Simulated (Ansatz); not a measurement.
Band gap of rock-salt MgS at several levels of theory

No measured value is used here.

| level (code) | value (eV) |
|---|---|
| LDA (Ansatz) | 2.56 (indirect) |
| PBE (Ansatz) | 2.79 (indirect) |
| Hartree–Fock (Ansatz) | [?] |
| G0W0@HSE06 (Ansatz) | 4.86 (indirect) |

### Question
Complete the blanks.

### Answer

- Hartree–Fock (Ansatz, a program for electronic structure), value (eV): 10.33 (indirect)

Computed values are for a static lattice.  G0W0@HSE06: GW on a hybrid start was not checked against another program. Values are at the measured cell. Cutoffs and k meshes differ between the levels. Ansatz's density-functional and Hartree–Fock values are scalar-relativistic unless marked +SOC, with PAW data made under PBE.
